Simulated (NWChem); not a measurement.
**C2H3NO (Nitrosoethylene) at 3 levels**

Aim: a comparison of 3 runs (HF/def2-SVP, PBE0/def2-SVP, MP2/def2-SVP) of C2H3NO (Nitrosoethylene). 

Program for the calculation: NWChem 7.3.0.

1 further run of the same task is left out (it didn't finish). Runs told in other sessions of the task aren't counted.

### 1 Starting point

The species is C2H3NO (7 atoms), meant as a singlet with charge 0. As SMILES, `C=CN=O`. The coordinates come from a PBE0-D4/def2-TZVP relaxation. This is one conformer, not always the lowest.

Bond lengths: C1–C2 1.328 Å, C2–N3 1.420 Å, N3–O4 1.204 Å, C1–H5 1.082 Å, C1–H6 1.084 Å, C2–H7 1.088 Å. Angles: C1–C2–N3 116.9°, C2–N3–O4 113.9°, C1–C2–H7 125.8°, N3–C2–H7 117.3°, C2–C1–H5 122.0°, C2–C1–H6 119.3°, H5–C1–H6 118.6°.

### 2 Energy and forces at HF/def2-SVP (run 1)

File c2h3no.nw:

```
start c2h3no
memory total 2200 mb

geometry units angstroms noautosym nocenter noautoz
   C        0.081850       0.997050      -0.386810
   C       -0.095350      -0.104120       0.334780
   N        0.136670      -1.344100      -0.316900
   O       -0.039770      -2.304690       0.387270
   H       -0.071800       1.985550       0.026660
   H        0.389990       0.909370      -1.422820
   H       -0.401600      -0.139060       1.377820
end

basis spherical bse
   * library def2-SVP
end

scf
   singlet
   rhf
   thresh 1e-08
   maxiter 80
   print medium
end

task scf gradient
```

Run with:

```bash
nwchem c2h3no.nw > c2h3no.out
```

Standard output:

```text
[...]
  functions       =    71
[...]
  wavefunction    = RHF
[...]
         Total SCF energy =   -206.514243694179
      One-electron energy =   -489.011542658252
      Two-electron energy =    177.263018422809
 Nuclear repulsion energy =    105.234280541264
        Time for solution =      3.4s
[...]
                         RHF ENERGY GRADIENTS
    atom               coordinates                        gradient
                 x          y          z           x          y          z
   1 C       0.154674   1.884151  -0.730965    0.000740   0.005670  -0.003136
   2 C      -0.180185  -0.196758   0.632642   -0.001332  -0.003732   0.004922
   3 N       0.258269  -2.539981  -0.598854    0.009871   0.044986  -0.038435
   4 O      -0.075154  -4.355233   0.731834   -0.008781  -0.046940   0.034955
   5 H      -0.135682   3.752145   0.050380   -0.000102   0.001000   0.000243
   6 H       0.736974   1.718460  -2.688740    0.000489  -0.001195  -0.001528
   7 H      -0.758914  -0.262785   2.603702   -0.000885   0.000210   0.002980
[...]
```

Run time: 4.8 s. Hardware: 1 thread of AMD EPYC 9R45 (Zen 5), shared host; peak memory 0.1 GiB.

### 3 Energy and gradient at PBE0/def2-SVP (run 2)

File c2h3no.nw:

```
start c2h3no
title "C2H3NO PBE0"
memory 2200 mb

geometry units angstrom noautosym nocenter noautoz
   C     0.081850    0.997050   -0.386810
   C    -0.095350   -0.104120    0.334780
   N     0.136670   -1.344100   -0.316900
   O    -0.039770   -2.304690    0.387270
   H    -0.071800    1.985550    0.026660
   H     0.389990    0.909370   -1.422820
   H    -0.401600   -0.139060    1.377820
end

basis spherical bse
   * library def2-SVP
end

dft
   xc pbe0
   grid xfine
   convergence energy 1e-08
   maxiter 100
   mulliken
end

task dft gradient
```

Run with:

```bash
nwchem c2h3no.nw > c2h3no.out
```

Standard output:

```text
[...]
          Wavefunction type:  closed shell.
          No. of atoms     :     7
          No. of electrons :    30
[...]
          Charge           :     0
          Spin multiplicity:     1
[...]
          AO basis - number of functions:    71
[...]
              XC Information
              --------------
                         PBE0 Method XC Functional
                     Hartree-Fock (Exact) Exchange  0.250
          PerdewBurkeErnzerhof Exchange Functional  0.750
            Perdew 1991 LDA Correlation Functional  1.000 local
           PerdewBurkeErnz. Correlation Functional  1.000 non-local
[...]
 d= 0,ls=0.0,diis     1   -207.4079723412 -3.13D+02  1.78D-02  6.61D-01     1.1
[...]
 d= 0,ls=0.0,diis    11   -207.4846300099 -7.31D-10  9.08D-07  3.48D-09    10.4
         Total DFT energy =     -207.484630009873
      One electron energy =     -489.581715845608
           Coulomb energy =      203.957790636288
    Exchange-Corr. energy =      -27.094985341817
 Nuclear repulsion energy =      105.234280541264
[...]
      Total Density - Mulliken Population Analysis
     ---------------------------------------------
    Atom       Charge   Shell Charges
 -----------   ------   -------------------------------------------------------
    1 C    6     6.01   1.99  0.91  0.24  2.04  0.80  0.03
    2 C    6     6.00   1.99  0.93  0.23  2.07  0.74  0.04
    3 N    7     6.98   1.99  1.10  0.59  2.24  1.01  0.06
    4 O    8     8.21   1.99  1.12  0.76  2.77  1.54  0.02
    5 H    1     0.92   0.74  0.16  0.02
    6 H    1     0.92   0.73  0.16  0.02
    7 H    1     0.96   0.74  0.19  0.02
[...]
  wavefunction    = closed shell
                         DFT ENERGY GRADIENTS
    atom               coordinates                        gradient
                 x          y          z           x          y          z
   1 C       0.154674   1.884151  -0.730965   -0.000184  -0.004194   0.001082
   2 C      -0.180185  -0.196758   0.632642   -0.000951   0.006999   0.002459
   3 N       0.258269  -2.539981  -0.598854    0.000273   0.001733  -0.001121
   4 O      -0.075154  -4.355233   0.731834   -0.000179   0.000242   0.000586
   5 H      -0.135682   3.752145   0.050380    0.000978  -0.006308  -0.002625
   6 H       0.736974   1.718460  -2.688740   -0.001882   0.001091   0.006267
   7 H      -0.758914  -0.262785   2.603702    0.001945   0.000437  -0.006648
[...]
```

It took 13 s on 1 thread of AMD EPYC 9R45 (Zen 5), shared host; peak memory 0.14 GiB.

### 4 Energy and forces at MP2/def2-SVP (run 3)

File c2h3no.xyz:

```xyz
7

C      0.081850     0.997050    -0.386810
C     -0.095350    -0.104120     0.334780
N      0.136670    -1.344100    -0.316900
O     -0.039770    -2.304690     0.387270
H     -0.071800     1.985550     0.026660
H      0.389990     0.909370    -1.422820
H     -0.401600    -0.139060     1.377820
```

File c2h3no.nw:

```
START c2h3no
memory 2200 mb
charge 0

GEOMETRY units angstrom noautosym nocenter noautoz
   load c2h3no.xyz
END

BASIS spherical bse
   * library def2-SVP
END

SCF
   thresh 1e-08
   maxiter 80
END

MP2
   freeze core 4
   tight
END

TASK mp2 gradient
```

Run with:

```bash
nwchem c2h3no.nw > c2h3no.out
```

Standard output:

```text
[...]
  functions       =    71
[...]
  wavefunction    = RHF
[...]
         Total SCF energy =   -206.514243694207
      One-electron energy =   -489.011542658261
      Two-electron energy =    177.263018422790
 Nuclear repulsion energy =    105.234280541264
        Time for solution =      3.8s
[...]
          Total MP2 energy          -207.117538109751
[...]
                         mp2 ENERGY GRADIENTS
    atom               coordinates                        gradient
                 x          y          z           x          y          z
   1 C       0.154674   1.884151  -0.730965   -0.001527  -0.011735   0.006461
   2 C      -0.180185  -0.196758   0.632642    0.001416   0.008776  -0.005767
   3 N       0.258269  -2.539981  -0.598854   -0.006008  -0.020717   0.022661
   4 O      -0.075154  -4.355233   0.731834    0.005028   0.027532  -0.020080
   5 H      -0.135682   3.752145   0.050380    0.000907  -0.005237  -0.002502
   6 H       0.736974   1.718460  -2.688740   -0.001509   0.001153   0.004995
   7 H      -0.758914  -0.262785   2.603702    0.001692   0.000227  -0.005769
[...]
```

Run time: 9.3 s. Hardware: 1 thread of AMD EPYC 9R45 (Zen 5), shared host; peak memory 0.18 GiB.

### 5 The series

| run | level | iteration cap | module | energy (Eh) | dipole moment (D) | HOMO energy (eV) | LUMO energy (eV) | wall time |
| --- | --- | --- | --- | --- | --- | --- | --- | --- |
| 1 | HF/def2-SVP | 80 | scf | -206.514244 | 3.38 | -11.09 | 1.67 | 4.8 s |
| 2 | PBE0/def2-SVP | 100 | dft | -207.484630 | 3.12 | -6.43 | -2.66 | 13 s |
| 3 | MP2/def2-SVP | 80 | mp2 | -207.117538 | 2.78 | -11.09 | 1.67 | 9.3 s |

### 6 Results

| quantity | value |
| --- | --- |
| run 3: total energy | -207.11754 Eh |
| run 3: dipole moment (of the density that the program reports) | 2.78 D |
| run 3: HOMO energy (Hartree–Fock orbitals) | -11.09 eV |
| run 3: LUMO energy (Hartree–Fock orbitals) | 1.67 eV |
| run 3: HOMO–LUMO gap (Hartree–Fock orbitals) | 12.77 eV |
| run 3: correlation energy (4 core orbitals frozen) | -603.3 mEh |
| run 3: largest force on an atom | 1.771 eV/Å |

In words: The dipole moment (its size) runs from 2.78 D (MP2/def2-SVP) to 3.38 D (HF/def2-SVP). All runs together took 27 s, the longest 13 s.
